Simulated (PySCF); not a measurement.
Functional benchmark on one molecule

Molecule: `N(C=C)=C=O`, C₃H₃NO.

Geometry:
```csv
atom,x (Å),y (Å),z (Å)
C1,-1.064,-0.607,0.836
C2,-0.710,0.170,-0.194
N3,0.545,0.232,-0.754
C4,1.686,-0.134,-0.782
O5,2.814,-0.420,-0.894
H6,-2.090,-0.579,1.204
H7,-0.354,-1.277,1.327
H8,-1.436,0.834,-0.673
```

Geometry PBE0-D3(BJ)/def2-SVP throughout; GIAO in PySCF 2.14.0 with density-fitted response routines, gas phase, one conformer, non-relativistic; equivalent atoms averaged; basis pcSseg-2.

Reference values (measured; solution, not stated per compound (mostly CDCl3 or CCl4); Pretsch, Buehlmann, Badertscher, Structure Determination of Organic Compounds, 4th ed. (2009)): δ(H8) = 6.12 ppm, δ(H6) = 4.77 ppm, δ(H7) = 5.01 ppm. Computed shifts are taken against TMS, calculated as an isolated molecule at each level.

**Question.** How do the functionals HF, LDA, PBE, BLYP, BP86, OPBE, KT2, KT3, B97-D, B3LYP, PBE0, mPW1PW91 perform against the reference? Times are CPU seconds on 1 thread of an Intel Xeon Platinum 8259CL, shared host.

**Answer.** 
| functional | kind | H8 | H6 | H7 | mean abs. error H | core-s |
| --- | --- | --- | --- | --- | --- | --- |
| HF | Hartree–Fock | 5.77 | 5.28 | 5.32 | 0.39 | 12 |
| LDA | LDA | 5.78 | 5.44 | 5.41 | 0.47 | 28 |
| PBE | GGA | 5.72 | 5.31 | 5.29 | 0.41 | 35 |
| BLYP | GGA | 5.69 | 5.22 | 5.22 | 0.36 | 37 |
| BP86 | GGA | 5.70 | 5.29 | 5.27 | 0.40 | 45 |
| OPBE | GGA | 5.74 | 5.37 | 5.31 | 0.43 | 44 |
| KT2 | GGA | 5.62 | 5.13 | 5.14 | 0.33 | 38 |
| KT3 | GGA | 5.62 | 5.14 | 5.13 | 0.33 | 40 |
| B97-D | GGA | 5.68 | 5.22 | 5.21 | 0.36 | 38 |
| B3LYP | global hybrid | 5.71 | 5.26 | 5.27 | 0.39 | 36 |
| PBE0 | global hybrid | 5.74 | 5.36 | 5.34 | 0.43 | 30 |
| mPW1PW91 | global hybrid | 5.73 | 5.34 | 5.32 | 0.42 | 25 |

For $^{1}$H the closest is KT2 (0.33 ppm, with KT3 practically level) and the furthest LDA (0.47 ppm). One molecule is a small sample, and vibrational and solvent effects are absent from the calculation.
